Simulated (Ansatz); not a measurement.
# CH2: the cost of one run

Method: the levels named in each step, in Ansatz 0.2.0.

## Step 1: The structure to begin with

Bond lengths: C1–H2 1.047 Å, C1–H3 1.047 Å. Angles: H2–C1–H3 180.0°.

As a file:

```xyz
3

C     0.0000    0.0000    0.0000
H     0.0000    0.0000   -1.0470
H     0.0000    0.0000    1.0470
```

## Step 2: A rough first relaxation, PBE-D4/def2-SVP

This run stands in another session on the same molecule. It ended at:

```xyz
3

C     0.0000    0.0000    0.0000
H     0.0000    0.0000   -1.0856
H     0.0000    0.0000    1.0856
```

## Step 3: Relaxation, PBE0-D4/def2-TZVPP

This run stands in another session on the same molecule. It ended at:

```xyz
3

C     0.0000    0.0000    0.0000
H     0.0000    0.0000   -1.0677
H     0.0000    0.0000    1.0677
```

## Step 4: Frequencies, PBE0-D4/def2-TZVPP

input.yaml

```yaml
crystal:
  periodic: [false, false, false]
  atoms:
    - { symbol: C, position_ang: [0.0, 0.0, 0.0] }
    - { symbol: H, position_ang: [0.0, 0.0, -1.067726] }
    - { symbol: H, position_ang: [0.0, 0.0, 1.067726] }
magnetization:
  spin_polarized: true
  initial_magnetization: 2
basis:
  gaussian: { orbitals: def2-TZVPP }
hamiltonian:
  xc: pbe0
  dispersion: d4
phonons: {}
```

Command:

```sh
$ ansatz run input.yaml --threads 1 --pin off --max-ram 2560MiB --backend cpu --events-out ev --progress --plain --runs-dir out
```

**Question.** How long does this run take on 1 thread of Intel Xeon at 2.50GHz (Skylake/Cascade Lake), shared host, and how much memory does it need?

About 11 s, with a peak of 0.1 GiB.
